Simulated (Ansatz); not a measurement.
A calculation with Ansatz (development build ahead of 0.2.0).

```yaml
crystal:
  periodic: [false, false, false]
  atoms:
    - { symbol: O, position_ang: [-0.1932, -0.1387, -0.3467] }
    - { symbol: O, position_ang: [0.2569, 1.009, -0.2919] }
    - { symbol: O, position_ang: [-0.0637, -0.8703, 0.6386] }
basis:
  gaussian: { orbitals: def2-SVP }
magnetization:
  spin_polarized: true
  initial_magnetization: 2
hamiltonian:
  xc: hf
output:
  forces: true
```

The input is written out in the form of the current development build from the run's settings.

Results

| Quantity | Value |
| --- | --- |
| Converged | yes |
| Total energy | -224.12478 hartree |
| Spin squared of the determinant | 2.016 |
| Stability test | minimum |

Forces (eV/Å):
```tsv
atom	Fx	Fy	Fz
O1	-3.292	-2.364	-5.908
O2	2.095	3.814	1.651
O3	1.197	-1.451	4.257
```

Caution: another spin multiplicity may lie lower.
